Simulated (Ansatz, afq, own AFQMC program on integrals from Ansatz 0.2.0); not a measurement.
Two steps: Ansatz 0.2.0 writes the Fock matrix and Cholesky factors of the valence space, and afq projects on them the lowest state that overlaps trial and start.

```yaml
crystal:
  periodic: [false, false, false]
  atoms:
    - {symbol: C, position_ang: [-0.001793, 0.003693, -0.003726]}
    - {symbol: H, position_ang: [0.362857, 0.753685, 0.744254]}
    - {symbol: H, position_ang: [-0.375992, -0.741352, 0.744482]}
    - {symbol: H, position_ang: [-0.335483, 0.691140, -0.697334]}
    - {symbol: H, position_ang: [0.369977, -0.747479, -0.747002]}
basis:
  gaussian: {orbitals: 6-31G}
total_charge: 1
magnetization: {spin_polarized: true, initial_magnetization: 1}
correlation: {method: ccsd_t, electrons: outside_noble_gas, hamiltonian_folder: ham}
```

```sh
$ ansatz run in.yaml --threads 1 --pin off --events-out ev --progress --plain --max-ram 16896MiB --backend cuda --devices 0, --max-vram 18GiB
```

Options of the walk:

```
--method free --trial cisd --walkers 4000 --time-step 0.03 --max-blocks 4000 --target-error 0.00032 --factor-cut 1e-05 --seed 419 --times 0,0.3,0.6,1.2,1.8,2.4,3.6,4.8,6 --taylor-order 8
```

Times are imaginary, in 1/Eh. The walk had a cap of 61 s.

```
orbitals 16  electrons 4 3  factors 105 of 255
reference energy -39.73202785 Eh
CCSD correlation -0.09978693 Eh in 11 cycles, weight of the determinant in the CISD state 0.9524
repeat  energy at the last time / Eh  error
    10  -39.833584  0.000028
    20  -39.833613  0.000027
    30  -39.833629  0.000021
time / (1/Eh)  energy / Eh  error  mean overlap
  0.00  -39.831819  0.000008  1.0500
  0.30  -39.832872  0.000010  1.0503
  0.60  -39.833268  0.000012  1.0520
  1.20  -39.833539  0.000015  1.0522
  1.80  -39.833576  0.000015  1.0554
  2.40  -39.833609  0.000015  1.0571
  3.60  -39.833595  0.000020  1.0644
  4.80  -39.833619  0.000023  1.0675
  6.00  -39.833633  0.000021  1.0673
energy -39.833633 +/- 0.000021 Eh
```

**Question.** Estimate how long the walk took on 1 × NVIDIA H100 80GB HBM3 with 2 threads of AMD EPYC 7R13 Processor (Zen 3), on a shared host (the card was shared).

**Answer.** 17 s of wall time.

The run passed its tests (error under three times the target), which doesn't prove that it has relaxed.

Against this walk (error 0.6 meV) on the same determinant: CCSD(T) 12.1 meV higher, CCSDT(Q) 0.6 meV higher (within the noise), CCSDTQ 0.4 meV higher (within the noise), full CI 0.3 meV higher (within the noise). The error is statistical, and a free projection of finite length keeps a remainder of its start.

Cautions: remainder of the start not in the error.

CCSDT and higher add their correlation energy to the determinant of the CCSD(T) run, since their own runs factorise the integrals more tightly (a shift of under 2 meV). A walk keeps the symmetry of its determinant, which the program's search chose and which needn't be the lowest solution, so a lower state of the same spin and another symmetry isn't excluded.
